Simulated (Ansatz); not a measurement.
Ansatz (a first-principles code) input:

Ansatz 0.2 input:
```yaml
crystal:
  periodic: [false, false, false]
  atoms:
    - {symbol: F, position_ang: [-0.00000000, -0.00000000, -0.69824324]}
    - {symbol: F, position_ang: [0.00000000, 0.00000000, 0.69824324]}
basis:
  gaussian:
    orbitals: def2-TZVP
hamiltonian:
  xc: b3lyp
  dispersion: d3bj
phonons: {temperatures: {t_min: 298.15, t_max: 298.15, t_step: 100}}
```

Problem. Predict the final energy.

Solution. -199.59981 Eh (B3LYP-D3(BJ)/def2-TZVP). The basis has 62 functions.
